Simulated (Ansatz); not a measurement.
# Reading a saddle point

A first-order saddle point of SiH₈O₂, closed shell, PBE0-D4/def2-TZVP, with one imaginary mode of 1192i cm⁻¹:

| atom | x (Å) | y (Å) | z (Å) |
| --- | --- | --- | --- |
| Si1 | -0.5540 | 0.2235 | -1.1264 |
| H2 | -1.0990 | -0.4893 | 0.3300 |
| H3 | -0.8833 | -1.0702 | -1.7915 |
| H4 | -1.7026 | 1.1656 | -1.0055 |
| H5 | 0.2184 | 0.8964 | -2.2595 |
| H6 | 0.9577 | -0.1220 | 0.9483 |
| O7 | 0.9192 | 0.4480 | -0.1276 |
| H8 | -0.4184 | -0.7558 | 1.2205 |
| O9 | 0.5131 | -0.7790 | 1.8214 |
| H10 | 1.6854 | 0.7416 | -0.6282 |
| H11 | 0.3637 | -0.2589 | 2.6186 |

Ansatz 0.2.0; basis: def2-TZVPP and def2-QZVPP; cores frozen in the correlated methods. Extrapolation: Hartree–Fock as exp(−7.88 √X), correlation as X^−2.97.

(1) Which contacts change along the imaginary mode, and what lies on either side? (Judge from chemistry; the calculation decides.)

(2) Which side is lower, and how far does the saddle lie above each? (Judge from chemistry; the value comes from the calculation.)

T1 diagnostic: at most 0.012.

## Answers

(1) The calculation gives: The step is SiH₄ + H₂O + H₂O → SiH₄O ([OH][SiH3]) + H₂O + H₂, with the molecules in contact on both sides. Shortening one way: Si1–O7, H2–H8, H6–O9; lengthening the same way: Si1–H2, H6–O7, H8–O9.
```
  pair  one side (Å)  saddle (Å)  other side (Å)
Si1–O7          2.99        1.79            1.66
 H2–H8          2.17        1.15            0.75
 H6–O9          1.88        1.18            0.97
Si1–H2          1.49        1.71            3.75
 H6–O7          0.97        1.22            1.93
 H8–O9          0.96        1.11            2.51
```

(2) By the calculation: The side with Si1–O7, H2–H8, H6–O9 short is lower by 52.3 kJ/mol; the saddle lies 204.5 kJ/mol above it and 152.2 kJ/mol above the other (CCSD(T) at an estimated basis limit (MP2 extrapolated from triple and quadruple zeta, plus CCSD(T) − MP2 in triple zeta); electronic energies).

Labels in which every atom is bracketed show which atoms are joined, not bond orders.

For scale, one of the runs: CCSD(T)/def2-TZVPP, 216 basis functions, launched by `ansatz run in.yaml --threads 4 --pin off --events-out ev --progress --plain --max-ram 9574MiB`. The run took 94 s on 4 CPU threads of an AMD EPYC (shared host), with 3.2 GiB of host memory at its peak.
